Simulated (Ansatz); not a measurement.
Born–Oppenheimer molecular dynamics of FH₃Si (5 atoms, charge 0, multiplicity 1). It starts at the highest image of a converged band. Of that band: Neighbouring images differ by up to 1.3 eV, so the band resolves the path poorly. A vibrational analysis at the climbing image gives one clearly imaginary mode, 1182i cm⁻¹: a first-order saddle point.

Theory: UKS B3LYP/def2-SVP in Ansatz 0.2.0.

```json
{"ensemble": "NVE (velocity Verlet)", "time step": "0.5 fs", "steps asked": "200", "starting velocities drawn for": "100 K", "seed": "3545"}
```

First frame:

```xyz
5
Properties=species:S:1:pos:R:3
Si -0.445 -0.032 0.361
H 0.024 -1.148 -0.796
F 0.883 -0.424 -1.050
H 0.453 0.268 1.528
H -0.914 1.337 -0.042
```

Task: How far do the bonds stretch over the last three quarters of this one trajectory? (Pairs bonded in most of those frames.)

Result: 
```tsv
bond	mean (Å)	spread (Å)	shortest	longest
Si1–H2	1.623	0.200	1.27	1.92
Si1–F3	1.693	0.157	1.45	1.94
Si1–H4	1.523	0.061	1.40	1.64
Si1–H5	1.522	0.063	1.40	1.64
```

Mean temperature of the second half: 4562 K. The conserved energy stayed within 1.4 meV per atom of its start (net change -0.41 meV per atom), so the integration is sound. The system heated up, since it started high on the potential surface and ran downhill. A run of 0.1 ps of so small a system gives no equilibrium averages. The orbitals stay closed-shell, which can raise the energy where a bond breaks towards radicals; this wasn't checked here.

The run took 4.4 min on 1 thread of Arm Neoverse V1, with other jobs on the host, peak memory 0.1 GiB.
